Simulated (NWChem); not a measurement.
**PBE/def2-SVP run of CH8Si2 (SMILES [SiH3]C[SiH3])**

Aim: the energy change on altering one bond length of CH8Si2 at PBE/def2-SVP, from 2 runs. 

Program for the calculation: NWChem 7.3.0.

4 further runs of the same task are left out: 4 that didn't finish.

## 1. The molecule

CH8Si2: 11 atoms, total charge 0, spin state singlet. As SMILES, `[SiH3]C[SiH3]`. The shape is that of a PBE0-D4/def2-TZVP optimisation.

Bond lengths: Si1–C2 1.872 Å, C2–Si3 1.872 Å, Si1–H4 1.488 Å, Si1–H5 1.487 Å, Si1–H6 1.487 Å, C2–H7 1.095 Å, C2–H8 1.095 Å, Si3–H9 1.487 Å, Si3–H10 1.487 Å, Si3–H11 1.488 Å. Some angles: Si1–C2–Si3 114.4°, Si1–C2–H7 108.8°, Si1–C2–H8 108.8°, Si3–C2–H7 108.8°, Si3–C2–H8 108.8°, C2–Si1–H4 111.1°, C2–Si1–H5 110.2°, C2–Si1–H6 110.2°, C2–Si3–H9 110.2°, C2–Si3–H10 110.2°.

## 2. Energy and gradient at PBE/def2-SVP

mymol.nw reads:

```
start mymol
title "CH8Si2 gradient"
memory stack 880 mb heap 220 mb global 1100 mb

geometry noautosym nocenter noautoz
  Si      -1.158980       1.034720      -0.344660
  C       -0.286340      -0.621440      -0.365590
  Si       1.335180      -0.652340       0.569590
  H       -2.435800       0.976800      -1.106490
  H       -0.293510       2.078920      -0.955560
  H       -1.463790       1.436810       1.054620
  H       -0.954100      -1.377620       0.060730
  H       -0.099440      -0.908830      -1.405770
  H        1.110650      -0.304370       1.998260
  H        2.282060       0.336720      -0.011600
  H        1.964060      -1.999380       0.506460
end

basis spherical bse
  * library def2-SVP
end

dft
  xc xpbe96 cpbe96
  grid fine
  convergence energy 1e-08
  maxiter 100
  mulliken
  print medium
end

task dft gradient
```

Launch:

```
nwchem mymol.nw > mymol.out
```

The program printed:

```text
[...]
          Wavefunction type:  closed shell.
          No. of atoms     :    11
          No. of electrons :    42
[...]
          Charge           :     0
          Spin multiplicity:     1
[...]
          AO basis - number of functions:    90
[...]
              XC Information
              --------------
          PerdewBurkeErnzerhof Exchange Functional  1.000
            Perdew 1991 LDA Correlation Functional  1.000 local
           PerdewBurkeErnz. Correlation Functional  1.000 non-local
[...]
 d= 0,ls=0.0,diis     1   -621.2757654983 -7.73D+02  6.24D-03  2.44D-01     2.8
[...]
 d= 0,ls=0.0,diis     8   -621.3017603315 -9.60D-10  1.98D-06  1.93D-08    15.6
         Total DFT energy =     -621.301760331502
      One electron energy =    -1159.555527775755
           Coulomb energy =      436.536546882877
    Exchange-Corr. energy =      -49.812741075835
 Nuclear repulsion energy =      151.529961637210
[...]
      Total Density - Mulliken Population Analysis
     ---------------------------------------------
    Atom       Charge   Shell Charges
 -----------   ------   -------------------------------------------------------
    1 Si  14    13.72   2.00  1.98  1.06  0.23  5.92  1.33  1.02  0.17
    2 C    6     6.43   1.98  0.91  0.29  2.14  1.10  0.01
    3 Si  14    13.72   2.00  1.98  1.06  0.23  5.92  1.33  1.02  0.17
    4 H    1     1.05   0.73  0.31  0.01
    5 H    1     1.05   0.73  0.31  0.01
    6 H    1     1.05   0.73  0.31  0.01
    7 H    1     0.91   0.72  0.16  0.03
    8 H    1     0.91   0.72  0.16  0.03
    9 H    1     1.05   0.73  0.31  0.01
   10 H    1     1.05   0.73  0.31  0.01
[...]
  wavefunction    = closed shell
                         DFT ENERGY GRADIENTS
    atom               coordinates                        gradient
                 x          y          z           x          y          z
   1 Si     -2.190155   1.955337  -0.651313    0.001203  -0.001098   0.000353
   2 C      -0.541104  -1.174351  -0.690865   -0.001562  -0.003376  -0.001977
   3 Si      2.523124  -1.232744   1.076369   -0.001401   0.000662  -0.000603
   4 H      -4.602995   1.845884  -2.090963    0.005594   0.000073   0.003281
   5 H      -0.554653   3.928589  -1.805747   -0.003538  -0.004687   0.002610
   6 H      -2.766162   2.715177   1.992943    0.001448  -0.001955  -0.005951
   7 H      -1.802988  -2.603324   0.114763    0.006372   0.007311  -0.003894
   8 H      -0.187914  -1.717440  -2.656520   -0.001663   0.002900   0.009888
   9 H       2.098824  -0.575176   3.776164    0.000708  -0.001454  -0.006219
  10 H       4.312468   0.636309  -0.021921   -0.004277  -0.004185   0.002338
  11 H       3.711535  -3.778280   0.957071   -0.002883   0.005809   0.000174
[...]
```

Wall time 20 s (1 thread of Intel Xeon 6975P-C (Granite Rapids), shared host); peak memory 0.12 GiB.

## 3. The distorted shape: the energy at PBE/def2-SVP

run.py reads:

```python
from ase import Atoms
from ase.calculators.nwchem import NWChem

mol = Atoms(['Si', 'C', 'Si', 'H', 'H', 'H', 'H', 'H', 'H', 'H', 'H'], positions=[
    [-0.793215, 0.552222, -2.023762],
    [0.079425, -1.103938, -2.044692],
    [1.700945, -1.134838, -1.109512],
    [-2.070035, 0.494302, -2.785592],
    [0.072255, 1.596422, -2.634662],
    [-1.463790, 1.436810, 1.054620],
    [-0.588335, -1.860118, -1.618372],
    [0.266325, -1.391328, -3.084872],
    [1.476415, -0.786868, 0.319158],
    [2.647825, -0.145778, -1.690702],
    [2.329825, -2.481878, -1.172642],
])

calc = NWChem(
    label='work',
    theory='dft',
    memory='2200 mb',
    basis='def2-SVP',
    basispar='spherical bse',
    dft={'xc': 'xpbe96 cpbe96', 'mult': '1', 'grid': 'fine', 'convergence': 'energy 1e-08', 'iterations': '100', 'mulliken': None},
    task='energy',
)
mol.calc = calc

print("Total energy (eV):", round(mol.get_potential_energy(), 6))
print("dipole (e A):", mol.get_dipole_moment().round(4))
```

Launch:

```
export ASE_NWCHEM_COMMAND="nwchem PREFIX.nwi > PREFIX.nwo"
python run.py
```

The program printed:

```text
Total energy (eV): -16902.416622
dipole (e A): [ 0.0899 -0.3323 -0.5326]
```

The calculator wrote work.nwi:

```
title "work"

permanent_dir work

scratch_dir work

start work

geometry units angstrom nocenter noautosym noautoz
  Si -7.9321500000000000e-01 5.5222199999999999e-01 -2.0237620000000001e+00
  C  7.9424999999999996e-02 -1.1039380000000001e+00 -2.0446920000000000e+00
  Si 1.7009449999999999e+00 -1.1348380000000000e+00 -1.1095120000000001e+00
  H  -2.0700349999999998e+00 4.9430200000000002e-01 -2.7855919999999998e+00
  H  7.2255000000000000e-02 1.5964220000000000e+00 -2.6346620000000001e+00
  H  -1.4637899999999999e+00 1.4368099999999999e+00 1.0546199999999999e+00
  H  -5.8833500000000005e-01 -1.8601179999999999e+00 -1.6183719999999999e+00
  H  2.6632499999999998e-01 -1.3913279999999999e+00 -3.0848719999999998e+00
  H  1.4764150000000000e+00 -7.8686800000000001e-01 3.1915800000000000e-01
  H  2.6478250000000001e+00 -1.4577799999999999e-01 -1.6907019999999999e+00
  H  2.3298250000000000e+00 -2.4818780000000000e+00 -1.1726420000000000e+00
end

memory 2200 mb

basis spherical bse noprint
   * library def2-SVP
end

dft
  xc xpbe96 cpbe96
  mult 1
  grid fine
  convergence energy 1e-08
  iterations 100
  mulliken
end

task dft energy
```

work.nwo:

```text
Northwest Computational Chemistry Package (NWChem) 7.3.0
             --------------------------------------------------------

           Job information
           ---------------

    nwchem branch   = 7.3.0
    use scalapack   = T
    input           = work.nwi
    prefix          = work.
    data base       = work/work.db
    status          = startup
    nproc           =        1

           Memory information
           ------------------

    heap     =     72089598 doubles =      550.0 Mbytes
    stack    =     72089595 doubles =      550.0 Mbytes
    global   =    144179200 doubles =     1100.0 Mbytes (distinct from heap & stack)
    total    =    288358393 doubles =     2200.0 Mbytes
    verify   = yes
    hardfail = no

           Directory information
           ---------------------

  0 permanent = work
  0 scratch   = work

[... 102 lines left out ...]
  convergence criterion.
[... 18 lines left out ...]
          Convergence on density requested:  1.00D-05
[... 22 lines left out ...]
          Convergence Information
[... 58 lines left out ...]
   convergence    iter        energy       DeltaE   RMS-Dens  Diis-err    time
[... 15 lines left out ...]
           Coulomb energy =      431.737963222047
[... 7 lines left out ...]
                       DFT Final Molecular Orbital Analysis
[... 657 lines left out ...]
 center of mass
 --------------
 x =   0.72191740 y =  -0.81315343 z =  -3.08007432

 moments of inertia (a.u.)
 ------------------
         328.829204766975         230.359728723160        -124.633173376447
         230.359728723160         496.195003077286          57.419459283590
        -124.633173376447          57.419459283590         612.302530410257

     Multipole analysis of the density
     ---------------------------------

     L   x y z        total         alpha         beta         nuclear
     -   - - -        -----         -----         ----         -------
     0   0 0 0     -0.000000    -21.000000    -21.000000     42.000000

     1   1 0 0      0.169802    -14.896143    -14.896143     29.962087
[... 8 lines of this table left out ...]
     2   0 0 2    -24.772304   -247.972091   -247.972091    471.171878

 Task  times  cpu:       29.7s     wall:       29.7s
 Total times  cpu:       29.7s     wall:       29.7s
```

It took 31 s on 1 thread of Intel Xeon 6975P-C (Granite Rapids), shared host; peak memory 0.12 GiB.

## 4. What came out

At PBE/def2-SVP:

| quantity | value |
| --- | --- |
| first shape: total energy | -621.30176 Eh |
| first shape: dipole moment | 0.86 D |
| first shape: HOMO energy | -7.52 eV |
| first shape: LUMO energy | -0.10 eV |
| first shape: HOMO–LUMO gap | 7.41 eV |
| first shape: largest force on an atom | 0.537 eV/Å |
| distorted shape: total energy | -621.15236 Eh |
| distorted shape: dipole moment | 3.05 D |
| distorted shape: HOMO energy | -5.51 eV |
| distorted shape: LUMO energy | -4.10 eV |
| distorted shape: HOMO–LUMO gap | 1.41 eV |
| energy change with the Si1–H6 bond stretched from 1.487 to 3.272 Å | 4.065 eV |

One bond (distorted shape) is far stretched, which a spin-restricted single reference describes badly; a broken-symmetry solution may lie lower. With the Si1–H6 bond stretched from 1.487 to 3.272 Å the energy rises by 4.07 eV (94 kcal/mol). The first shape isn't relaxed at this level, so the change isn't measured from a minimum. A restricted reference can't describe the breaking bond well at this length. The largest force (first shape) is 0.54 eV/Å: the shape isn't a stationary point for this species at this level. Mulliken charges (distorted shape) run from -0.43 on C2 to +0.29 on Si3.
